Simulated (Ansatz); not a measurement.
**[P2H3]− (SMILES [PH-]P) at 6 levels**

Wanted: a comparison of 6 runs (HF/STO-3G, BLYP/STO-3G, MP2/STO-3G, BCCD(T)/STO-3G, CCSDT/STO-3G, CCSDTQ/STO-3G) of [P2H3]−. 

The calculation is run with Ansatz 0.2.0.

1 further run of the same task is left out (it didn't finish).

### 1 The structure to begin with

[P2H3]−: 5 atoms, total charge -1, spin state singlet. SMILES: `[PH-]P`. The H3–P1 distance was set to 2.054 Å, away from the relaxed value. At this shape a bond of the SMILES string is far longer than usual.

Bond lengths: P1–P2 2.086 Å, P2–H4 1.401 Å, P2–H5 1.400 Å. Angles: P1–P2–H4 101.9°, P1–P2–H5 101.8°, H4–P2–H5 88.6°. A long bond or contact: P1–H3 2.054 Å.

### 2 The energy at HF/STO-3G (run 1)

Contents of run.yaml:

```yaml
crystal:
  periodic: [false, false, false]
  atoms:
    - symbol: P
      position_ang: [1.045479, -0.932832, -0.466460]
    - symbol: P
      position_ang: [-0.222221, 0.722828, -0.534200]
    - symbol: H
      position_ang: [0.279530, -1.462550, 1.364400]
    - symbol: H
      position_ang: [-0.728561, 0.646738, -1.838450]
    - symbol: H
      position_ang: [0.646999, 1.732088, -0.966380]
basis:
  gaussian:
    orbitals: STO-3G
total_charge: -1
magnetization:
  spin_polarized: false
hamiltonian:
  xc: hf
accuracy: high
```

Started as:

```sh
ansatz run run.yaml --threads 1 --pin off --max-ram 2610MiB --events-out events.jsonl --progress --plain --runs-dir runs
```

Standard output:

```text
Warning: RAYON_NUM_THREADS=1 ignored (pool sized by the plan → 1); use --threads N
Functional definition: HF
  name "HF"
  exchange = exact_x
  correlation = 0
371 factors; integrals over basis functions are off by at most 9.3e-9 eV
mean field evaluation 1: about -18373.1025 eV, gradient 1.2e1 eV
mean field evaluation 2: about -18373.1546 eV, gradient 1.2e1 eV
mean field evaluation 4: about -18374.1198 eV, gradient 9.0e-1 eV
mean field evaluation 8: about -18374.1271 eV, gradient 9.8e-6 eV
mean field -18374.12713389 eV, -675.2367177396 hartree, gradient 9.9e-8 eV, S^2 0.000000; 0 other end points of the search recorded, 0 dependent functions left out
reference -18374.12713389 eV, -675.2367177396 hartree; 17, 17 occupied and 4, 4 virtual orbitals, 371 factors
Total energy: -18374.12713389 eV, -675.2367177396 hartree
```

Run time: 0.1 s. Hardware: 1 thread of Intel Xeon 6975P-C (Granite Rapids), shared host.

### 3 The energy at BLYP/STO-3G (run 2)

Contents of run.yaml:

```yaml
crystal:
  periodic: [false, false, false]
  atoms:
    - {symbol: P, position_ang: [1.045479, -0.932832, -0.466460]}
    - {symbol: P, position_ang: [-0.222221, 0.722828, -0.534200]}
    - {symbol: H, position_ang: [0.279530, -1.462550, 1.364400]}
    - {symbol: H, position_ang: [-0.728561, 0.646738, -1.838450]}
    - {symbol: H, position_ang: [0.646999, 1.732088, -0.966380]}
basis:
  gaussian:
    orbitals: STO-3G
total_charge: -1
hamiltonian:
  xc: {name: BLYP}
accuracy: high
```

Started as:

```sh
ansatz run run.yaml --threads 1 --pin off --max-ram 2610MiB --events-out events.jsonl --progress --plain --runs-dir runs
```

Standard output:

```text
Warning: RAYON_NUM_THREADS=1 ignored (pool sized by the plan → 1); use --threads N
Functional definition: BLYP
  name "BLYP"
  parameter beta = 0.0042
  parameter a = 0.04918
  parameter b = 0.132
  parameter c = 0.2533
  parameter d = 0.349
  exchange = b88_x(beta = beta)
  correlation = lyp_c(a = a, b = b, c = c, d = d)
371 factors; integrals over basis functions are off by at most 9.3e-9 eV
mean field evaluation 1: about -18402.9100 eV, gradient 2.3e1 eV
mean field evaluation 2: about -18397.7178 eV, gradient 3.4e1 eV
mean field evaluation 4: about -18406.0679 eV, gradient 1.5e0 eV
mean field evaluation 8: about -18406.0371 eV, gradient 3.3e-2 eV
mean field evaluation 16: about -18406.0371 eV, gradient 3.4e-7 eV
mean field -18406.03708188 eV, -676.4093866990 hartree, gradient 1.7e-8 eV, S^2 0.000000; 0 other end points of the search recorded, 0 dependent functions left out
reference -18406.03711900 eV, -676.4093880632 hartree; 17, 17 occupied and 4, 4 virtual orbitals, 371 factors
Total energy: -18406.03711900 eV, -676.4093880632 hartree
```

Run time: 0.56 s. Hardware: 1 thread of Intel Xeon 6975P-C (Granite Rapids), shared host.

Runs 3 to 5 aren't shown in full; the table further down has their settings and results.

### 4 The energy at CCSDTQ/STO-3G (run 6)

Contents of job.yaml:

```yaml
crystal:
  periodic: [false, false, false]
  atoms:
    - {symbol: P, position_ang: [1.045479, -0.932832, -0.466460]}
    - {symbol: P, position_ang: [-0.222221, 0.722828, -0.534200]}
    - {symbol: H, position_ang: [0.279530, -1.462550, 1.364400]}
    - {symbol: H, position_ang: [-0.728561, 0.646738, -1.838450]}
    - {symbol: H, position_ang: [0.646999, 1.732088, -0.966380]}
basis:
  gaussian:
    orbitals: STO-3G
correlation:
  method: ccsdtq
  frozen_orbitals: {H: 0, P: 5}
scf:
  omitted_lower_state_checks: [cluster_reference, increment]
total_charge: -1
accuracy: high
```

Started as:

```sh
ansatz run job.yaml --threads 1 --pin off --max-ram 2610MiB --events-out events.jsonl --progress --plain --runs-dir runs
```

Standard output, shortened:

```text
Warning: RAYON_NUM_THREADS=1 ignored (pool sized by the plan → 1); use --threads N
[... 2 set-up lines as earlier in the session ...]
[...]
371 factors; integrals over basis functions are off by at most 9.3e-9 eV
[...]
mean field -18374.12713389 eV, -675.2367177396 hartree, gradient 9.9e-8 eV, S^2 0.000000; 0 other end points of the search recorded, 0 dependent functions left out; unrestricted orbitals would lower it
10 core orbitals not correlated: weight in the atoms' cores, before any rotation towards them, 1.000 or more for the frozen orbitals, at most 0.000 for the correlated occupied ones
reference -18374.12713389 eV, -675.2367177396 hartree; 7, 7 occupied and 4, 4 virtual orbitals, 371 factors
second order -1.94928092 eV of doubles, -0.00000000 eV of singles
cycle   1  -2.48558348 eV  change   -5.4e-1 eV  update   8.7e-2
[...]
cycle  27  -2.90422675 eV  change  -7.3e-11 eV  update   1.2e-9
Total energy: -18377.03136064 eV, -675.3434461043 hartree
Checks for a lower state left out: cluster_reference, increment
```

It took 1.8 s on 1 thread of Intel Xeon 6975P-C (Granite Rapids), shared host; peak memory 0.12 GiB.

### 5 The series

```
run           level  frozen core orbitals  energy (Eh)  wall time
  1       HF/STO-3G                     –  -675.236718      0.1 s
  2     BLYP/STO-3G                     –  -676.409388     0.56 s
  3      MP2/STO-3G                    10  -675.308352      0.1 s
  4  BCCD(T)/STO-3G                    10  -675.343028     0.14 s
  5    CCSDT/STO-3G                    10  -675.343419     0.16 s
  6   CCSDTQ/STO-3G                    10  -675.343446      1.8 s
```

### 6 Outcome

| quantity | value |
| --- | --- |
| run 6: total energy | -675.34345 Eh |
| run 6: correlation energy (10 core orbitals frozen) | -106.7 mEh |
| run 6: T1 diagnostic | 0.020 |

In words: Below the HF energy at the same shape and in the same basis (STO-3G): MP2 -71.6 mEh; BCCD(T) -106.3 mEh; CCSDT -106.7 mEh; CCSDTQ -106.7 mEh. In runs 3, 4, 5, 6 the log says that unrestricted orbitals would lower the reference, so the values rest on an unstable closed-shell determinant (other closed-shell runs at this shape may share the fault). In runs 1, 2, 3, 4, 5, 6 the basis is minimal, so the values are rough. All runs together took 2.9 s, the longest 1.8 s.
